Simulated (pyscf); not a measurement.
PySCF, gas phase, ωB97X-D3(BJ)/def2-SVP geometries. MP2 and CC: frozen core, UHF for open shells. ΔMP2 is the change of the MP2 total energy from the triple- to the quadruple-zeta basis.

Question: List the bond dissociation enthalpies at 298 K of H₂C=CH–SiH₃ from CCSD(T)/def2-TZVPP + ΔMP2(QZVPP), from the weakest bond up.

Answer: H–Si to [H₂C–CH=SiH₂]• + H•: 90.6 kcal/mol; C–Si to •HC=CH₂ + SiH₃•: 95.8 kcal/mol; C–H to H₂C=C•–SiH₃ + H•: 102.9 kcal/mol; C–H to •HC=CH–SiH₃ + H•: 108.0 kcal/mol. Ring and multiple bonds, and those that leave no two simple radicals, are not listed. The radicals are drawn with the spin at the cut bond; how far it spreads was not checked. •HC=CH–SiH₃ lies 19.5 kcal/mol over its isomer H₂C=CH–SiH₂•, and others may lie lower still (electronic energy, ωB97M-D3(BJ)). H₂C=C•–SiH₃ lies 13.6 kcal/mol over its isomer H₂C=CH–SiH₂•, and others may lie lower still (electronic energy, ωB97M-D3(BJ)). Other isomers of •HC=CH₂, [H₂C–CH=SiH₂]• were not searched in full and may lie lower. The CCSD(T) − MP2 part came from Ansatz, without density fitting, on the same reference. A UHF reference is spin-contaminated (<S²> up to 0.96), which harms MP2 most.
